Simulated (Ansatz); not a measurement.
Consider the isomerisation: `C=CC(=C)F` → `C#CC(C)F`.

Isolated molecules relaxed with PBE0-D4/def2-TZVP in Ansatz; ΔE leaves out vibrations. CCSD(T)/CBS is the MP2 limit (def2-TZVPP, def2-QZVPP) plus CCSD(T) − MP2 in def2-TZVPP, frozen cores. DFT in def2-TZVPP. HSE06 is defined as in plane-wave codes. One conformer a species, not always the lowest.

`C=CC(=C)F`:

```xyz
10

C    -1.107    0.341    1.421
C    -0.719    0.098    0.173
C     0.658   -0.101   -0.229
C     1.089   -0.346   -1.461
F     1.545   -0.022    0.775
H    -2.153    0.482    1.663
H    -0.390    0.405    2.231
H    -1.445    0.036   -0.632
H     2.142   -0.482   -1.669
H     0.380   -0.411   -2.273
```

`C#CC(C)F`:

Cartesian coordinates in Å:
```
C 1.465 -0.086 1.759
C 0.539 0.122 1.026
C -0.564 0.382 0.109
C -0.360 -0.262 -1.244
F -1.746 -0.094 0.662
H 2.281 -0.273 2.417
H -0.687 1.466 0.001
H -1.215 -0.044 -1.885
H 0.544 0.130 -1.712
H -0.258 -1.342 -1.133
```

```json
{"level": "revPBE-D4", "ΔE (eV)": "0.94"}
{"level": "r2SCAN-D4", "ΔE (eV)": "0.92"}
{"level": "PBE", "ΔE (eV)": "0.92"}
{"level": "revPBE", "ΔE (eV)": "0.90"}
{"level": "HSE06", "ΔE (eV)": "0.89"}
{"level": "CAM-B3LYP", "ΔE (eV)": "0.81"}
{"level": "HF/def2-TZVPP", "ΔE (eV)": "0.74"}
{"level": "HF/def2-QZVPP", "ΔE (eV)": "0.74"}
```

**Question.** What does CCSD(T)/CBS give? (Best estimate.)

**Answer.** The calculation gave: +0.73 eV. The listed levels differ from it by 0.21, 0.19, 0.19, 0.17, 0.16, 0.08, 0.01, 0.01 eV.

**Question.** What do rigid-rotor, harmonic-oscillator terms from PBE0-D4/def2-TZVP frequencies (298.15 K, 1 bar) make of the CCSD(T)/CBS value? (Best estimate.)

**Answer.** Computed: ΔZPE = -0.02 eV, ΔH = +0.73 eV, ΔS = 8 J/(mol·K), ΔG = +0.71 eV.

Largest T1 diagnostic among the species: 0.012.

At CCSD(T), def2-SVP lies +0.05 eV from the extrapolated value and def2-TZVPP +0.01 eV. From r2SCAN to r2SCAN0 (25 % exact exchange), in def2-TZVPP and without D4, ΔE moves by −0.04 eV.
